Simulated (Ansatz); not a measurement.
Relaxation of Cl2H3Si (6 atoms, charge 0, multiplicity 2), to a largest force component of 0.03 eV/Å in at most 50 steps.

These are results of UHF/def2-SVP in Ansatz 0.2.0, not measurements.

```xyz
6
Properties=species:S:1:pos:R:3
Si -0.004 0.000 -0.072
H -0.047 0.000 1.392
H 1.367 0.000 -0.604
Cl -0.976 1.680 -0.750
Cl -0.976 -1.680 -0.750
H 0.006 0.000 3.259
```

Question: Where does it end, and by what steps?

Answer: The run converged. The force dipped under the threshold on the way, but the program's further checks kept it going. After 9 steps the energy has fallen by 0.132 eV; H6 moved furthest, 1.60 Å.

```csv
step,energy less start (eV),largest force component (eV/Å),accepted
0,0.0000,0.346,yes
1,-0.0404,0.254,yes
2,-0.0846,0.134,yes
3,-0.1085,0.154,yes
4,-0.1209,0.072,yes
5,-0.1268,0.021,yes
6,-0.1295,0.024,yes
7,-0.1307,0.036,yes
8,-0.1314,0.014,yes
9,-0.1317,0.016,yes
```

```xyz
6
Properties=species:S:1:pos:R:3
Si -0.015 0.000 -0.391
H -0.036 0.000 1.075
H 1.346 0.000 -0.935
Cl -0.985 1.686 -1.064
Cl -0.985 -1.686 -1.064
H 0.045 0.000 4.854
```

Whether the end is a true minimum wasn't checked by a vibrational analysis.

Time of the run: 9.7 s on 1 thread of Arm Neoverse V2 (shared host), peak memory 0.14 GiB.
